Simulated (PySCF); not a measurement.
**Peak assignment**

Structure with atom numbers: `[CH3:1][C:2]1=[CH:3][C:4]/1=[CH:5]/[Cl:6]`. Hydrogens are named by the atom that carries them.

- NMR shieldings at PBE0/pcSseg-1/GIAO
- geometry: GFN2-xTB
- run in PySCF
- equivalent nuclei averaged, no solvent model, one computed conformer, no relativistic terms

δ = σ(ref) − σ, references computed at the same level: $^{13}$C, $^{1}$H against TMS.

Q: Assign these signals to the numbered atoms. $^{13}$C{$^{1}$H} NMR (computed): δ 148.3, 128.7, 122.8, 84.5, 13.3.

A: 
| δ (ppm) | atoms | environment | reason |
| --- | --- | --- | --- |
| 148.3 | C2 | fully substituted alkene carbon | an sp2 carbon of a C=C bond |
| 128.7 | C3 | alkene CH | an sp2 carbon of a C=C bond |
| 122.8 | C4 | fully substituted alkene carbon | the olefinic region |
| 84.5 | C5 | alkene CH | – |
| 13.3 | C1 | allylic methyl carbon | a saturated carbon with 1 carbon neighbour and no heteroatom attached |

Q: Assign these signals to the numbered atoms. $^{1}$H NMR (600 MHz, computed): δ 7.51 (s, 1H), 5.06 (s, 1H), 2.57 (s, 3H).

A: 
7.51 → H(C3), hydrogen on an alkene CH: attached to an sp2 carbon and in the plane of the double bond
5.06 → H(C5), hydrogen on an alkene CH
2.57 → H(C1), hydrogen on an allylic methyl carbon: allylic position

Carbons that carry Cl, above all several Cl atoms, come out too deshielded, partly because spin–orbit coupling is missing. Shifts are as computed. Against solution values, carbons near 30 ppm lie about +3 ppm off and those near 130 ppm about +5 ppm; carbons on Cl a further +6 ppm. Of 1211 compounds with measured shifts, 218 miss one by over three times the rms of a fit or turn the order of signals round; such compounds aren't used in these exercises. No couplings were computed; multiplicities are counted from neighbouring protons, with m where these are inequivalent, close in shift, in a saturated or five-membered ring or joined by F or P, and br s for small geminal =CH2 splittings.
